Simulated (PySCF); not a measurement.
CH₄, SMILES C, point group Td.

Force field and properties: B3LYP/pcSseg-2 (PySCF, grid level 2). Vibrational terms come from second-order perturbation theory with semi-diagonal cubic constants, by steps of ±0.6 along the normal coordinates of each isotopologue. The parent has the commonest isotopes.

Equilibrium geometry (Å):

| atom | x | y | z |
| --- | --- | --- | --- |
| C1 | 0.0069 | 0.0023 | -0.0137 |
| H2 | 0.8667 | -0.6619 | 0.0414 |
| H3 | 0.2707 | 0.8903 | -0.5840 |
| H4 | -0.2924 | 0.2922 | 0.9911 |
| H5 | -0.8174 | -0.5116 | -0.5035 |

Species: ²H at 2, ²H at 3, ²H at 4, ²H at 5. Output of the displacement run:

```
mode    cm-1    km/mol   phi_rrr   E(+)/cm-1  E(-)/cm-1
  1   1013.60     8.33      56.1     184.66     180.62
  2   1013.71     8.33      54.3     184.61     180.69
  3   1013.81     8.33     -56.1     180.65     184.69
  4   1101.28     0.00     -11.0     197.83     198.62
  5   1101.32     0.00     -34.0     197.00     199.45
  6   2143.06     0.00     525.9     405.33     367.37
  7   2318.31     9.76     491.2     436.62     401.34
  8   2318.35     9.76    -287.6     408.70     429.35
  9   2318.44     9.76     764.6     446.75     391.84
```

For the shielding of H2 (σe = 31.46 ppm):

```
mode  ω (cm⁻¹)  Σr φrrs (cm⁻¹)   ∂σ/∂q  ∂²σ/∂q²
   1      1014               0   0.069   -0.193
   2      1014              -1  -0.203   -0.074
   3      1014               0  -0.011   -0.208
   4      1101               0   0.000   -0.210
   5      1101               0   0.001   -0.210
   6      2143            1830   1.491    0.155
   7      2318               2  -0.627   -0.022
   8      2318              -1  -1.602    0.222
   9      2318               2  -0.514   -0.037
```

Work out the zero-point average of this shielding.

With ⟨qs⟩ = −Σr φrrs/(4ωs) and ⟨qs²⟩ = 1/2: the mean displacements are 0.000, 0.000, 0.000, 0.000, 0.000, -0.214, 0.000, 0.000, 0.000. The anharmonic term Σ (∂σ/∂q)⟨q⟩ is -0.32 ppm, the harmonic term ¼ Σ ∂²σ/∂q² is -0.14 ppm, so ⟨σ⟩ = 31.00 ppm.
